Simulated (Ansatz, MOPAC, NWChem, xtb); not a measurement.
# BH3O (SMILES BO): methods side by side

The species is BH3O (5 atoms), meant as a singlet with charge 0. As SMILES, `BO`. The coordinates come from a PBE0-D4/def2-TZVP relaxation.

Quantity: the dipole moment, in D. The values are calculated.

| level | kind | program | value (D) | CPU time |
| --- | --- | --- | --- | --- |
| AM1 | semi-empirical | MOPAC | 1.28 | under 2 s |
| GFN2-xTB | semi-empirical | xtb | 1.85 | under 2 s |
| MNDO | semi-empirical | MOPAC | 1.47 | under 2 s |
| PM7 | semi-empirical | MOPAC | 1.50 | under 2 s |
| HF/STO-3G | Hartree–Fock | Ansatz | 1.53 | 0.28 s |
| HF/3-21G | Hartree–Fock | Ansatz | 1.94 | 0.41 s |
| HF/def2-SVP | Hartree–Fock | Ansatz | 1.69 | 1.4 s |
| SVWN5/3-21G | LDA | Ansatz | 2.10 | 1.4 s |
| PBE/6-31G | GGA | Ansatz | 1.94 | 2.1 s |
| FT97/cc-pVTZ-DK (ZORA, density fitting with weigend coulomb fitting) | GGA | NWChem | 1.56 | 6.3 s |

The values span 1.28 to 2.10 D. Sets without polarisation functions give poor dipoles. CPU times are rough (shared hosts, several kinds of processor): they show what a rung costs within a factor of a few.
